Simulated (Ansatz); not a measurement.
# bcc Rb

The numbers are results of r²SCAN-D4 (Ansatz, a quantum-chemistry and plane-wave program, plane waves, PAW), not measurements.

Settings: plane-wave cutoff 500 eV, 18×18×18 k mesh, Fermi–Dirac smearing 0.1 eV, scalar-relativistic PAW data made under PBE.

Cell: relaxed at this level.

```
Property                                Value
------------------------------  -------------
equilibrium volume per atom     93.61 Å³/atom
equilibrium lattice constant a        5.721 Å
```

Measured, for comparison: equilibrium volume per atom 86.68 Å³/atom, lattice constant a 5.576 Å (low-temperature or extrapolated to 0 K; zero-point anharmonic expansion removed; as tabulated in Csonka et al. (2009), arXiv:0903.4037). Computed (rounded) less measured: equilibrium volume per atom +8.0 %, lattice constant a +2.6 %.

Static lattice: no zero-point or thermal effects.
